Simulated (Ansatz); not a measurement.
[Al(CN)H3]- (CH3AlN⁻), relaxed as a singlet with RKS r2SCAN-D4/def2-TZVPD in Ansatz, starting from the GFN2-xTB geometry. Force threshold 0.02 eV/Å.

Start:

```xyz
6

Al   -0.0625   -0.1997   -0.5842
C     0.1497    0.4644    1.3181
N     0.2573    0.8245    2.4143
H     0.0573   -1.8090   -0.5605
H     1.1138    0.4547   -1.4779
H    -1.5156    0.2650   -1.1097
```

(1) Estimate the energy that the relaxation releases and the steps that it takes.

(2) Does the start keep its bonding and symmetry?

(3) Predict the relaxed structure.

Results:

(1) 0.01 eV, in 3 steps; 3.2 s on 4 threads of Arm Neoverse V2 on a shared host. No frequencies were taken in this run, so the end may be a saddle point.

(2) By distances, no bond broke or formed. The bond that changes most is Al1–H6, from 1.61 to 1.62 Å (atoms count from 1). Point group C3v at the start, C3v at the end, both within 0.05 Å; within 0.015 Å the end is Cs.

(3) 
Cartesian coordinates in Å:
```
Al -0.064 -0.205 -0.598
C 0.146 0.456 1.303
N 0.259 0.823 2.400
H 0.061 -1.824 -0.541
H 1.131 0.472 -1.466
H -1.533 0.279 -1.098
```
Bond lengths: 1 × Al–C 2.02 Å; 1 × C–N 1.16 Å; 3 × Al–H 1.62 to 1.63 Å.
